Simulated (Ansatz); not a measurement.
**BSiF (triplet): wave-function methods side by side at a displaced geometry (v1), cc-pVDZ**

How much of the correlation energy of BSiF (triplet) does each wave-function method recover here?

Computed with Ansatz 0.2.0, Gaussian basis. Level: cc-pVDZ, core rule «outside noble gas», up to 7 orbitals frozen.

The runs, in order: UHF; CCSD(T) on ROHF; CCSD(T) on UHF; BCCD(T) on ROHF; CISD as a restricted active space (open shells left free, so some higher excitations enter); CCSDT(Q) on ROHF; CCSDT(Q) on UHF.

32 further runs of the same task are left out: 2 for a known fault of the program, 12 that didn't finish, 18 set aside as unsound or not needed. Runs told in other sessions of the task aren't counted.

**1. What is computed**

The geometry is a PBE0/def2-TZVP stationary point (not a proven minimum) with its atoms shifted at random (size 0.040 Å).

3 atoms, charge 0, spin multiplicity 3.

Atoms are counted from 1 here; the program's logs count them from 0.

Bond lengths: F1–B2 1.292 Å, B2–Si3 1.940 Å. Angles: F1–B2–Si3 177.1°.

**2. UHF**

File in.yaml:

```yaml
crystal:
  periodic: [false, false, false]
  atoms:
    - {symbol: F, position_ang: [-0.015433, -0.009008, 1.507063]}
    - {symbol: B, position_ang: [-0.016266, -0.025151, 0.215589]}
    - {symbol: Si, position_ang: [0.031698, 0.034159, -1.722653]}
basis:
  gaussian: {orbitals: cc-pVDZ}
magnetization: {spin_polarized: true, initial_magnetization: 2}
hamiltonian: {xc: hf}
output: {orbitals: {seedname: orbitals}}
```

Run with:

```sh
$ ansatz run in.yaml --threads 1 --pin off --events-out ev --progress --plain --max-ram 2393MiB
```

Further steps of the session: CCSD(T) on ROHF; CCSD(T) on UHF; BCCD(T) on ROHF; CISD as a restricted active space (open shells left free, so some higher excitations enter); CCSDT(Q) on ROHF; CCSDT(Q) on UHF.

Before running them: what should the planned runs give, taken together? Wanted: UCCSDT(Q) from the RHF energy; RMP2 from UCCSDT(Q); UMP2 from UCCSDT(Q); RCCSD from UCCSDT(Q); RCCSD(T) from UCCSDT(Q); UCCSD(T) from UCCSDT(Q); RCCSDT(Q) from UCCSDT(Q); T1 diagnostic.

As calculated:

```
                         quantity                      value
    UCCSDT(Q) from the ROHF energy                 -9.6595 eV
              RMP2 from UCCSDT(Q)            +22.98 kcal/mol
              UMP2 from UCCSDT(Q)            +23.61 kcal/mol
             RCCSD from UCCSDT(Q)             +7.89 kcal/mol
          RCCSD(T) from UCCSDT(Q)             +1.44 kcal/mol
          UCCSD(T) from UCCSDT(Q)             +1.45 kcal/mol
         RCCSDT(Q) from UCCSDT(Q)             +0.09 kcal/mol
levels within 1 kcal/mol (43 meV)  RCCSDT, UCCSDT, RCCSDT(Q)
                    T1 diagnostic                      0.021
```

In words: RCCSD(T) lands +1.44 kcal/mol from the yardstick (0.6 % of the correlation energy). These misses are within one basis, not against nature; the frozen cores of restricted and unrestricted runs differ, which can shift their rows.

With open shells the CI space here admits some higher excitations, so it is larger than plain CISD.
